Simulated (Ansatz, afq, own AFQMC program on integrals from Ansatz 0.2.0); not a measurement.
**Te, quintet: AFQMC among the cluster methods**

A free Te atom.

Basis def2-SVP with its core potentials. Only valence electrons are correlated. Integrals, coupled cluster, full CI and functionals: Ansatz 0.2.0; the random walks run on the same integrals in our own AFQMC program. ph-AFQMC/CISD is guided by a CISD state made of CCSD amplitudes; releasing the constraint for a short imaginary time cuts its bias at the price of noise, slowly where states lie close. ± is one standard error of the sampling. No spin–orbit coupling.

Determinant: UHF, the one that the program's search chose, which needn't be the lowest solution.

Full CI on the same integrals is exact in this basis and with this determinant's frozen core.

Cautions: no spin-orbit coupling; inner d shell frozen; another spin lies lower (by 9.42 eV); in this basis the state lies above a state of the ion, a sign that the basis lacks the diffuse functions it needs, so its energy is an artefact of the basis; CCSDTQ on the ROHF determinant differs (29 meV higher), by its state or its frozen core.

```
T1 diagnostic                               : 0.0016
weight of the determinant in the CISD state : 0.938
⟨S²⟩ of the determinant                     : 6.001
size of the correlated space                : 6 electrons in 17 orbitals
```

Reference: full CI, correlation energy -2.179 eV. The released energy is read at 2.40 1/Eh (meV from the phaseless value at times in 1/Eh: -1.5 ± 1.5 at 0.24, -3.7 ± 1.7 at 0.51, -3.5 ± 1.7 at 0.99, -3.2 ± 1.5 at 1.62, -0.5 ± 1.6 at 2.40).

| level | E − E(reference) (mEh) | share of correlation (%) |
| --- | --- | --- |
| HF | 80.09 | 0.00 |
| MP2 | 15.08 | 81.18 |
| CCSD | 1.56 | 98.05 |
| CCSD(T) | 0.46 | 99.42 |
| CCSDT | 0.23 | 99.71 |
| CCSDT(Q) | 0.05 | 99.94 |
| CCSDTQ | 0.00 | 99.99 |
| ph-AFQMC/HF | -1.29 ± 0.81 | 101.60 |
| ph-AFQMC/CISD | 0.12 ± 0.05 | 99.85 |
| released AFQMC | 0.10 ± 0.06 | 99.87 |

CCSDT and higher add their correlation energy to the determinant of the CCSD(T) run, since their own runs factorise the integrals more tightly (a shift of under 2 meV). A walk keeps the symmetry of its determinant, which the program's search chose and which needn't be the lowest solution, so a lower state of the same spin and another symmetry isn't excluded. Released energies are given only where the last usable release times agree within the noise; a slower fall can still hide under it.
